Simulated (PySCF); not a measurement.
Gas-phase reaction: BHCl2 + HCl = BH2Cl + Cl2

Computed with PySCF and rigid-rotor harmonic-oscillator thermochemistry at 1 bar. † marks an energy on the PBE0/def2-TZVP geometry and frequencies; other levels use their own. MP2 freezes the core. 6-31G* has spherical d functions here. All species are closed-shell singlets. B3LYP is the form with VWN-RPA correlation. BH2Cl: computed as isolated molecules; such fragments, hydroxides, amides, oligomers or adducts are transient or little studied in the gas. MP2 isn't extrapolated to the basis-set limit; its ΔH°(298 K) is 310.4 kJ in def2-SVP and 283.7 kJ in def2-TZVPP. The harmonic model lacks anharmonicity and excited electronic states, which grow with temperature; levels with a mode under 35 cm⁻¹ are left out.

```tsv
level	ΔE electronic, kJ	ΔH°(298 K), kJ	ΔS°(298 K), J/K	ΔG°(1800 K), kJ
B3LYP/def2-TZVP†	250	251	2	251
HF/6-31G*	271	272	3	271
MP2/def2-TZVPP†	283	284	2	284
PBE0/def2-QZVP†	261	262	2	262
r2SCAN/def2-TZVP†	267	268	2	268
```
ΔH° is lowest at B3LYP/def2-TZVP† and highest at MP2/def2-TZVPP†. No reference value is set beside these.
